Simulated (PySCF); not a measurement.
phosphine (H3P), SMILES P. Heavy atoms are numbered as in [PH3:1]. Hydrogens are named by the atom that carries them.

Coordinates come from a PBE0-D3(BJ)/def2-TZVPD optimisation.

Computed with PBE/pcSseg-2 (PySCF).

GIAO shieldings, no solvent; atoms alike by connectivity are averaged. δ = σ(ref) − σ: ³¹P against PH3 (σ = 572.3 ppm); ¹H against TMS (σ = 31.47 ppm), references at their B3LYP-D3(BJ)/def2-TZVP geometries, non-relativistic.

| nucleus | atoms | count | δ (ppm) |
|---|---|---|---|
| ³¹P | P1 (PH3) | 1 | -1.2 |
| ¹H | H on P1 | 3 | 2.06 |
